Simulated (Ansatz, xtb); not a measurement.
**Relative energy of two isomers of CH5OSi**

Structure X is `[CH2][SiH2]O`, a doublet and structure Y is `C[SiH]O`, a doublet. Both are isolated molecules in the gas phase, relaxed with B3LYP/6-31G*; the shapes shown needn't be the lowest conformers.

X (Å):

```tsv
atom	x (Å)	y (Å)	z (Å)
C	-0.7620	-3.0489	-1.4054
O	0.5301	-1.9515	0.9979
Si	0.2585	-1.7069	-0.6342
H	-0.4582	-3.5830	-2.3044
H	-1.7255	-3.3604	-1.0038
H	1.5322	-1.6151	-1.4063
H	-0.4428	-0.3990	-0.6800
H	0.9735	-2.7793	1.2307
```

Y (Å):

| atom | x (Å) | y (Å) | z (Å) |
| --- | --- | --- | --- |
| C | -0.9738 | -1.8374 | -1.1101 |
| O | 0.7743 | -3.6211 | 0.2788 |
| Si | 0.8016 | -2.4463 | -0.9212 |
| H | -1.6351 | -2.6369 | -1.4589 |
| H | -1.3554 | -1.4745 | -0.1473 |
| H | -1.0211 | -1.0139 | -1.8316 |
| H | 1.6940 | -1.2976 | -0.5257 |
| H | 1.6316 | -4.0117 | 0.4995 |

Question: Estimate E(Y) − E(X) at the level CCSD(T)/def2-SVP + ΔMP2/def2-TZVPP.

Answer: Calculated at CCSD(T)/def2-SVP + ΔMP2/def2-TZVPP: E(Y) − E(X) = −42.2 kJ/mol, so structure Y lies lower.

Level by level:

```tsv
level	geometry	E(Y) − E(X) (kJ/mol)	departure from the last row (kJ/mol)	job, with rough time for the two
GFN2-xTB	GFN2-xTB	−48.6	−6.4	optimisation, 0.2 s
HF/STO-3G	GFN2-xTB	−11.1	+31.0	single point, 0.48 s
r2SCAN-D4/def2-SVP	GFN2-xTB	−39.5	+2.7	single point, 7.2 s
B3LYP/6-31G*	B3LYP/6-31G*	−46.2	−4.1	optimisation, 3 min
HF/def2-SVP	B3LYP/6-31G*	−13.1	+29.1	part of the CCSD(T) run
MP2/def2-SVP	B3LYP/6-31G*	−53.0	−10.9	part of the CCSD(T) run
CCSD(T)/def2-SVP	B3LYP/6-31G*	−44.5	−2.3	single point
CCSD(T)/def2-SVP + ΔMP2/def2-TZVPP	B3LYP/6-31G*	−42.2		single point, 25 s
```

As drawn, Y has 1 C–H in place of 1 Si–H.

The levels shown agree on the order. The largest departure from CCSD(T)/def2-SVP + ΔMP2/def2-TZVPP is that of HF/STO-3G, 31.0 kJ/mol. The last row adds to CCSD(T) the change of the MP2 difference between the two basis sets, here +2.3 kJ/mol.

With harmonic frequencies from B3LYP/6-31G* (ideal gas, rigid rotor, one conformer each, 298.15 K, 1 atm): on the last row, ΔE + ΔZPE = −31.6, ΔH = −32.1, ΔG = −31.1 kJ/mol.

Open shells are spin-unrestricted. The correlated steps freeze 7 core orbitals. Run with Ansatz 0.2.0, xtb 6.7.1; the last row on 1 thread of Intel(R) Xeon(R) Platinum 8259CL CPU @ 2.50GHz (Skylake/Cascade Lake) on a shared host.
